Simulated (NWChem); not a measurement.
System: CH3 cation

The following NWChem deck was run.

```
start job
memory heap 200 mb stack 900 mb global 1100 mb
charge 1
geometry units angstroms noautosym nocenter noautoz
  C      0.000000     0.000000     0.000000
  H      0.780694     0.780694     0.000000
  H      0.285754    -1.066448     0.000000
  H     -1.066448     0.285754     0.000000
end
basis spherical
  * library 6-31+g*
end
dft
  xc b3lyp
  iterations 150
end
tddft
  nroots 8
end
task tddft energy
```

Structure relaxed at the PBE0/def2-SVP level.

Vertical excitations in the gas phase.

### Question
Predict the main results of this run. (B3LYP/6-31+G* (spherical d), full TDDFT.) Quantities: lowest excitation, singlet (eV); oscillator strength of that lowest state; lowest state with f > 0.02, singlet (eV); lowest triplet (eV); orbital gap (eV).

### Answer
lowest excitation, singlet (eV): 5.96
oscillator strength of that lowest state: 0.000
lowest state with f > 0.02, singlet (eV): 14.51
lowest triplet (eV): 4.77
orbital gap (eV): 8.16
